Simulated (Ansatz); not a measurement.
**[Cl···H···N], quartet: the ladder up to UCCSDT(Q)**

Geometry: a point of a hydrogen-transfer path between rigid fragments, not a stationary point.

```yaml
atoms:
  - { symbol: Cl, position_ang: [0.0000, 0.0000, -1.5680] }
  - { symbol: H, position_ang: [0.0000, 0.0000, 0.1720] }
  - { symbol: N, position_ang: [0.0000, 0.0000, 1.3960] }
```

Basis cc-pVTZ; Ansatz 0.2.0. Only valence electrons are correlated (noble-gas cores frozen), which leaves 13 electrons in 72 orbitals. R marks a restricted (for open shells ROHF) determinant, U an unrestricted one. Active spaces: pair = (5e, 5o) about the gap; valence = (13e, 9o) chosen from the atoms' valence shells.

Full CI isn't at hand for all of this; UCCSDT(Q) serves as the reference, and is uncertain by about the last step of the cluster series. The frozen core follows each run's orbitals, which can shift R against U totals by a few meV.

The UHF ⟨S²⟩ is 3.845. The T1 diagnostic (RCCSD) is 0.0479. The largest doubles amplitude (RCCSD) is 0.066. The T1 diagnostic (UCCSD) is 0.0196.

| level | E − E(RHF) (eV) |
| --- | --- |
| UHF | -0.6559 |
| RMP2 | -9.1499 |
| UMP2 | -9.0877 |
| RCCSD* | -10.1837 |
| UCCSD | -10.2209 |
| RCCSD(T)* | -10.5710 |
| UCCSD(T) | -10.5693 |

(1) Estimate how far UCCSDT(Q) in cc-pVTZ lies from RCCSD(T). The table doesn't fix it; the size of (T) and the diagnostics are the guide.

(1) UCCSDT(Q) in cc-pVTZ lies 1.94 mEh below RCCSD(T), which is 14 % of the (T) step (-14.23 mEh). T1 is raised, but (T) still catches most of what CCSD lacks. The miss exceeds 1 kcal/mol.

The other levels:

```json
{"level": "BCCD(T)*", "E − E(UCCSDT(Q)) (mEh)": "2.02", "share of correlation (%)": "99.48", "wall time": "20 s (H100)"}
{"level": "RCCSDT*", "E − E(UCCSDT(Q)) (mEh)": "0.86", "share of correlation (%)": "99.78", "wall time": "–"}
{"level": "UCCSDT", "E − E(UCCSDT(Q)) (mEh)": "0.60", "share of correlation (%)": "99.85", "wall time": "–"}
{"level": "RCCSDT(Q)*", "E − E(UCCSDT(Q)) (mEh)": "0.13", "share of correlation (%)": "99.97", "wall time": "31 s (H100)"}
{"level": "CASSCF (pair space)", "E − E(UCCSDT(Q)) (mEh)": "351.04", "share of correlation (%)": "10.09", "wall time": "–"}
{"level": "NEVPT2 (pair space)", "E − E(UCCSDT(Q)) (mEh)": "49.96", "share of correlation (%)": "87.20", "wall time": "10 s (H100)"}
{"level": "MRCISD (pair space)", "E − E(UCCSDT(Q)) (mEh)": "39.99", "share of correlation (%)": "89.76", "wall time": "–"}
{"level": "MRCISD+Q (pair space)", "E − E(UCCSDT(Q)) (mEh)": "7.36", "share of correlation (%)": "98.11", "wall time": "13 s (H100)"}
{"level": "CASSCF (valence space)", "E − E(UCCSDT(Q)) (mEh)": "344.14", "share of correlation (%)": "11.85", "wall time": "–"}
{"level": "NEVPT2 (valence space)", "E − E(UCCSDT(Q)) (mEh)": "71.45", "share of correlation (%)": "81.70", "wall time": "3.3 s"}
{"level": "MRCISD (valence space)", "E − E(UCCSDT(Q)) (mEh)": "37.67", "share of correlation (%)": "90.35", "wall time": "–"}
{"level": "MRCISD+Q (valence space)", "E − E(UCCSDT(Q)) (mEh)": "6.42", "share of correlation (%)": "98.36", "wall time": "8.5 s (H100)"}
```

An asterisk marks runs whose energy the program itself flagged as in doubt.

The correlation energy at UCCSDT(Q), counted from RHF, is -10.624 eV. That run took 25 s on 2 threads of AMD EPYC 7R13 with a shared H100 80 GB, shared host.

Times hold each run's SCF and search for its determinant on a shared host, so for small cases they say little of a method's own cost; rows without a card ran on 1 thread of AMD EPYC 7R13.

Natural occupations of CASSCF (valence space) about the gap: 1.994 1.944 1.003 1.000 1.000 0.060; effectively unpaired electrons, Σ n²(2−n)², 3.03.
